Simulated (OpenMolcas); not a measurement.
## A ladder of methods for HBS (hydrogen boron sulfide)

HBS has 3 atoms, charge 0, and is taken as a singlet. SMILES: `B=S`. The coordinates come from a GFN2-xTB relaxation.

```jsonl
{"atom": "B", "x (Å)": "-0.0410", "y (Å)": "-0.0161", "z (Å)": "0.1425"}
{"atom": "S", "x (Å)": "0.3953", "y (Å)": "0.1465", "z (Å)": "-1.3797"}
{"atom": "H", "x (Å)": "-0.3543", "y (Å)": "-0.1304", "z (Å)": "1.2371"}
```

Each level gives the energy change with the B1–S2 bond stretched from 1.592 to 2.388 Å (eV). The values are calculated.

```tsv
level	kind	program	value (eV)	less FCI/STO-3G	CPU time (all runs)
HF/STO-3G (restricted)	Hartree–Fock	OpenMolcas	7.12	+0.81	2.9 s
SVWN5/STO-3G (restricted)	LDA	OpenMolcas	6.81	+0.50	6.1 s
PBE/STO-3G (restricted)	GGA	OpenMolcas	6.52	+0.21	6 s
r2SCAN/STO-3G (restricted)	meta-GGA	OpenMolcas	6.89	+0.58	6.3 s
B3LYP/STO-3G (restricted)	global hybrid	OpenMolcas	6.79	+0.48	5.6 s
M06-2X/STO-3G (restricted)	hybrid meta-GGA	OpenMolcas	7.32	+1.01	6.1 s
B2PLYP/STO-3G (restricted)	double hybrid	OpenMolcas	7.04	+0.73	5.3 s
CISD/STO-3G (restricted)	coupled cluster or CI	OpenMolcas	6.71	+0.40	3.2 s
FCI/STO-3G	exact in the basis	OpenMolcas	6.31	0.00	4.2 s
```

FCI/STO-3G is exact within its basis and frozen core, so for wave-function methods in that basis the difference is their error; functionals converge differently with the basis, so for them it is only a difference. A spin-restricted reference rises too steeply as a bond breaks; here HF/STO-3G, SVWN5/STO-3G, r2SCAN/STO-3G, B3LYP/STO-3G, M06-2X/STO-3G, B2PLYP/STO-3G lie well above the multireference or unrestricted value. The first shape isn't each level's own minimum. The values span 6.31 to 7.32 eV. All rows use very small basis sets, so none should be taken for the real molecule's value. In so small a basis fixed costs decide the times, and correlated methods can beat functionals. Times are those of the runs behind each value, whatever else they computed, on shared processors of several kinds: orders of magnitude only.
